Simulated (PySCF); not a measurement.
## Computed data sheet: `[H]/[C]=N/C` [radical]

Compound: C2H4N (doublet state).
Atom-mapped SMILES: `[H]/[C:1]=[N:2]/[CH3:3]` (hydrogens: H4 on C1; H5, H6, H7 on C3)

Cartesian coordinates in Å at the GFN2-xTB level; atoms count from 1:
```
atom  x, y, z in Å
C1     1.4996   -0.3874    0.0235
N2     0.4399   -0.1512    0.6028
C3    -0.8247    0.2275    0.0724
H4     2.3867   -0.6660    0.5721
H5    -1.5581   -0.5241    0.3697
H6    -1.1112    1.1797    0.5221
H7    -0.8287    0.3263   -1.0186
```

**GFN2-xTB geometry**

| Property | Result |
| --- | --- |
| Point group of the GFN2-xTB geometry | Cs |
| Rotational constants A, B, C of the GFN2-xTB geometry | 82.978, 10.409, 9.814 GHz |

UKS B3LYP, pcH-1 on C H N, non-relativistic, mean-field spin-orbit, GIAO (PySCF):

| Quantity | Value |
| --- | --- |
| Isotropic g value | 2.00131 |
| Principal g values | 1.99866, 2.00212, 2.00316 |
| Spin squared ⟨S²⟩ | 0.753 |
| Largest Mulliken spin population | 0.66 on C1 |
| Largest isotropic hyperfine couplings (means over sets of like nuclei) | 13C +223.4 (C1), 1H +213.1 (H4), 13C +75.6 (C3), 14N +15.6 (N2), 1H +7.8 (H5/H6/H7) MHz |

Monoisotopic mass from the formula: 42.0344 u.

With B = h/(8π²I), that is 505.379 GHz u Å² over I, the principal moments of inertia are 6.1, 48.6 and 51.5 u Å² (most abundant isotopes); the inertial defect Ic − Ia − Ib is -3.2 u Å² (zero for a rigid planar frame, negative otherwise). At 9.50 GHz, hν = g·μB·B₀ (B₀ the magnetic field) puts the centre of the isotropic spectrum, to first order, at 339.2 mT. ⟨S²⟩ is 0.003 above the pure-spin value S(S + 1) = 0.75. The rotational constants make it an asymmetric top with κ = (2B − A − C)/(A − C) = -0.98, nearer the prolate limit (−1). g_iso is shifted by about -1010 ppm from the free-electron value 2.002319; the principal values span 0.0045.

Geometry: GFN2-xTB; no solvent or vibrations. Hyperfine couplings depend on the geometry, which wasn't re-optimised at a DFT level. Couplings of like nuclei are plain means over topologically equivalent atoms, as if these changed places fast (by rotation of a methyl-like group, say); in this geometry the members of some sets differ.
